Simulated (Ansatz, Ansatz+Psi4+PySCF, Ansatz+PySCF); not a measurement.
```yaml
atoms:
  - { symbol: H, position_ang: [-0.0074, 0.0042, -0.8550] }
  - { symbol: O, position_ang: [0.0061, -0.0071, 0.3256] }
  - { symbol: H, position_ang: [-0.0073, 0.0046, -1.7668] }
```

Basis set: cc-pVTZ (spherical functions). Frozen core: 1 orbital. Correlation on ROHF uses semicanonical orbitals with singles. Charge 0, multiplicity 3.

Computed with Ansatz (development build ahead of 0.2.0); each method stands on the lowest determinant of its kind that the runs found.

The atomization energy at this shape (free ground-state atoms in the same class of orbitals less the molecule, no zero-point energy) of triplet H₂O:

```json
{"method": "ROHF-MP2", "atomization energy": "88.11 kcal/mol"}
{"method": "UHF-MP2", "atomization energy": "86.39 kcal/mol"}
```

Task: What does UHF-CCSD(T) give?

Result: 92.75 kcal/mol.
